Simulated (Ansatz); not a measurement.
**Ruthenium, hcp under PBE: convergence with the Gaussian smearing**

How small must the Gaussian smearing width be for energy and pressure to settle? The geometry was relaxed under PBE beforehand and stays fixed; 7 values are run, from 0.01 to 1.0 eV. Wanted are the values from which on the energy stays within 10 and 1 meV/atom, and the pressure within 0.5 GPa, of the narrowest run. Within the series other settings stay, but some runs also write fields, which adds to their time. Spin polarisation is left out.

Computed with Ansatz 0.2.0 (DFT PBE, plane waves with PAW, scalar-relativistic, unless a step says otherwise).

### Step 1. The system as given

The structure is hexagonal, space group P6_3/mmc (No. 194). Conventional cell: a = 2.724 Å, b = 2.724 Å, c = 4.289 Å, α = 90.00°, β = 90.00°, γ = 120.00°. Around Ru (site symmetry -6m2) lie 12 Ru at 2.66 to 2.72 Å.

As a file:

```cif
data_structure
_symmetry_space_group_name_H-M 'P 1'
_symmetry_Int_Tables_number 1
_cell_length_a 2.7236
_cell_length_b 2.7236
_cell_length_c 4.2891
_cell_angle_alpha 90.000
_cell_angle_beta 90.000
_cell_angle_gamma 120.000
_cell_volume 27.55
loop_
_atom_site_label
_atom_site_type_symbol
_atom_site_fract_x
_atom_site_fract_y
_atom_site_fract_z
_atom_site_occupancy
Ru1 Ru 0.33333 0.66667 0.25000 1
Ru2 Ru 0.66667 0.33333 0.75000 1
```

### Step 2. With a width of 0.01 eV

The run at 0.01 eV.

The input, input.yaml:

```yaml
crystal:
  lattice:
    - [2.7235595794, 0.0, 0.0]
    - [-1.3617797897, 2.3586717845, 0.0]
    - [0.0, 0.0, 4.2890849607]
  atoms:
    - { symbol: Ru, position: [0.3333333333, 0.6666666667, 0.25] }
    - { symbol: Ru, position: [0.6666666667, 0.3333333333, 0.75] }
hamiltonian:
  xc: pbe
  pseudopotentials:
    kind: paw
    azcp:
      Ru: "pseudopotentials/Ru.paw.azcp"
basis:
  ecutwfc: 420
  fft_grid_basis: typed
kpoints:
  mp_grid: { grid: [13, 13, 7], shift: [0, 0, 0] }
magnetization:
  spin_polarized: false
scf:
  occupations: { method: gaussian, width: 0.01 }
  lower_state_search: "off"
output:
  stress: true
```

Command:

```sh
> ansatz run input.yaml --threads 1 --pin off --max-ram 3584MiB --backend cpu --events-out ev --progress --plain --runs-dir out
```

### Step 3. With a width of 0.03 eV

The run at 0.03 eV.

input.yaml: that of step 2 with these lines changed.

```diff
@@ -22,3 +22,3 @@
 scf:
-  occupations: { method: gaussian, width: 0.01 }
+  occupations: { method: gaussian, width: 0.03 }
   lower_state_search: "off"
```

### Step 4. With a width of 0.1 eV

The run at 0.1 eV.

input.yaml: that of step 3 with these lines changed.

```diff
@@ -22,3 +22,3 @@
 scf:
-  occupations: { method: gaussian, width: 0.03 }
+  occupations: { method: gaussian, width: 0.1 }
   lower_state_search: "off"
```

### Step 5. With a width of 0.2 eV

The run at 0.2 eV.

input.yaml: that of step 4 with these lines changed.

```diff
@@ -22,3 +22,3 @@
 scf:
-  occupations: { method: gaussian, width: 0.1 }
+  occupations: { method: gaussian, width: 0.2 }
   lower_state_search: "off"
@@ -26 +26,5 @@
   stress: true
+  write_density: true
+  write_potential: true
+  elf: true
+  volumetric_format: npy
```

### Step 6. With a width of 0.3 eV

The run at 0.3 eV.

input.yaml: that of step 5 with these lines changed.

```diff
@@ -22,3 +22,3 @@
 scf:
-  occupations: { method: gaussian, width: 0.2 }
+  occupations: { method: gaussian, width: 0.3 }
   lower_state_search: "off"
```

### Step 7. With a width of 0.6 eV

The run at 0.6 eV.

input.yaml: that of step 6 with these lines changed.

```diff
@@ -22,3 +22,3 @@
 scf:
-  occupations: { method: gaussian, width: 0.3 }
+  occupations: { method: gaussian, width: 0.6 }
   lower_state_search: "off"
@@ -26,5 +26 @@
   stress: true
-  write_density: true
-  write_potential: true
-  elf: true
-  volumetric_format: npy
```

### Step 8. With a width of 1.0 eV

The run at 1.0 eV.

input.yaml: that of step 7 with these lines changed.

```diff
@@ -22,3 +22,3 @@
 scf:
-  occupations: { method: gaussian, width: 0.6 }
+  occupations: { method: gaussian, width: 1.0 }
   lower_state_search: "off"
```

(Steps that only read results are left out.)

Before running it: what results should come out?

**Answer**, as computed:

| quantity | value |
| --- | --- |
| E(σ → 0) stays within 10 meV/atom of 0.01 eV | up to 0.6 eV |
| E(σ → 0) stays within 1 meV/atom | up to 0.1 eV |
| pressure stays within 0.5 GPa | up to 0.3 eV |
| pressure at 0.01 eV | -0.25 GPa |
| energy of a separate run on a finer mesh (22×22×12) | -4.3 meV/atom from 0.01 eV |

In words: At 1.0 eV the energy differs by +18.2 meV/atom and the pressure by +4.8 GPa. Over the range F shifts by -232.9 meV/atom, while E(σ → 0) shifts by +18.2. In theory F falls as the square of the width under this scheme, but here the ratio is not steady: the mesh at narrow widths, or a density of states that varies over the wide ones, can both cause that. The mesh (13×13×7) is fixed, so the narrowest widths carry a k-point error of their own. The yardstick itself is unsettled by 4.3 meV/atom against the finer mesh, so the thresholds above hold only within this series, and wider smearing, which averages over more states, can land nearer the fine-mesh value than the narrowest does.
